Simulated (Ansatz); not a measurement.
Ansatz (a first-principles code) input (B3LYP-D3(BJ)/def2-TZVP):

Ansatz 0.2 input:
```yaml
crystal:
  periodic: [false, false, false]
  atoms:
    - {symbol: N, position_ang: [-1.14478349, -0.13712648, -0.01543729]}
    - {symbol: N, position_ang: [-0.04095317, 0.31624362, -0.00102107]}
    - {symbol: O, position_ang: [1.14773135, -0.16138664, -0.01523839]}
basis:
  gaussian:
    orbitals: def2-TZVP
hamiltonian:
  xc: b3lyp
  dispersion: d3bj
total_charge: -1
magnetization: {spin_polarized: true, initial_magnetization: 1}
relax: {f_tol: 0.002, max_steps: 150}
```

End of the output:

```
reference -5026.85727589 eV, -184.7335975627 hartree; 12, 11 occupied and 81, 82 virtual orbitals, 461 factors
relax step   3: F+E_penalty+E_count = -5026.90587569 eV  Δ(F+E_penalty+E_count) = -7.108e-3 eV  max|allowed force component| = 6.578e-2 eV/Å  Δτ_max = 0.0151 Å  (41 SCF iters, accepted)
these checks for a lower state are left out or cut short: starts, cluster_reference, orbital_swaps, neighbouring_geometries, increment
integrals: 0.01 GiB planned
461 factors; their error is unknown
mean field: 0.24 GiB planned
mean field -5026.85721405 eV, -184.7335952901 hartree, gradient 2.3e-5 eV, S^2 0.755064; 0 other end points of the search recorded, 0 dependent functions left out
the calculation of the forces begins
reference -5026.85735160 eV, -184.7336003449 hartree; 12, 11 occupied and 81, 82 virtual orbitals, 461 factors
relax step   4: F+E_penalty+E_count = -5026.90594283 eV  Δ(F+E_penalty+E_count) = -6.714e-5 eV  max|allowed force component| = 2.649e-2 eV/Å  Δτ_max = 0.0017 Å  (41 SCF iters, accepted)
these checks for a lower state are left out or cut short: starts, cluster_reference, orbital_swaps, neighbouring_geometries, increment
integrals: 0.01 GiB planned
461 factors; their error is unknown
mean field: 0.24 GiB planned
mean field -5026.85721782 eV, -184.7335954289 hartree, gradient 2.3e-5 eV, S^2 0.755061; 0 other end points of the search recorded, 0 dependent functions left out
the calculation of the forces begins
reference -5026.85735536 eV, -184.7336004833 hartree; 12, 11 occupied and 81, 82 virtual orbitals, 461 factors
relax step   5: F+E_penalty+E_count = -5026.90594828 eV  Δ(F+E_penalty+E_count) = -5.447e-6 eV  max|allowed force component| = 1.771e-3 eV/Å  Δτ_max = 0.0003 Å  (42 SCF iters, accepted)
integrals: 0.01 GiB planned
461 factors; their error is unknown
mean field: 0.24 GiB planned
mean field evaluation 64: about -5026.6482 eV, gradient 7.4e0 eV
mean field -5026.85721782 eV, -184.7335954289 hartree, gradient 2.3e-5 eV, S^2 0.755061; 1 other end points of the search recorded, 0 dependent functions left out
the calculation of the forces begins
reference -5026.85735536 eV, -184.7336004833 hartree; 12, 11 occupied and 81, 82 virtual orbitals, 461 factors
Total energy: -5026.90608581 eV, -184.7353912944 hartree
Atom 0 at    -1.139595    -0.145491    -0.015693 Å, force     0.001573     0.000940     0.000030 eV/Å
Atom 1 at    -0.051360     0.336535    -0.000401 Å, force    -0.001771    -0.001075    -0.000034 eV/Å
Atom 2 at     1.152950    -0.173314    -0.015604 Å, force     0.000198     0.000135     0.000004 eV/Å
Dipole moment:     0.009739     0.085994     0.002652 e Å
```
